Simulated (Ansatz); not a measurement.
How methods differ on [PO2]+ (SMILES O=[P+]=O)

[PO2]+: 3 atoms, total charge +1, spin state singlet. SMILES: `O=[P+]=O`. The shape is that of a GFN2-xTB optimisation.

| atom | x (Å) | y (Å) | z (Å) |
| --- | --- | --- | --- |
| O | 0.7923 | 1.0259 | 0.5482 |
| P | 0.0002 | -0.0002 | 0.0003 |
| O | -0.7925 | -1.0257 | -0.5485 |

Quantity: the vertical ionisation energy (to the doublet dication), in eV. The values are calculated.

```tsv
level	kind	program	value (eV)	less FCI/STO-3G
HF/STO-3G	Hartree–Fock	Ansatz	16.79	-1.45
SVWN5/STO-3G	LDA	Ansatz	20.05	+1.81
PBE/STO-3G	GGA	Ansatz	19.86	+1.62
r2SCAN/STO-3G	meta-GGA	Ansatz	19.86	+1.62
B2PLYP/STO-3G	double hybrid	Ansatz	19.70	+1.46
MP2/STO-3G	perturbation theory	Ansatz	19.94	+1.70
CCSD/STO-3G	coupled cluster or CI	Ansatz	17.71	-0.53
FCI/STO-3G	exact in the basis	Ansatz	18.24	0.00
```

FCI/STO-3G is exact within its basis and frozen core, so for wave-function methods in that basis the difference is their error; functionals converge differently with the basis, so for them it is only a difference. The values span 16.79 to 20.05 eV. Spin contamination of the reference (⟨S²⟩ at least 0.1 too high) touches HF/STO-3G, B2PLYP/STO-3G, MP2/STO-3G, CCSD/STO-3G. All rows use very small basis sets, so none should be taken for the real molecule's value.
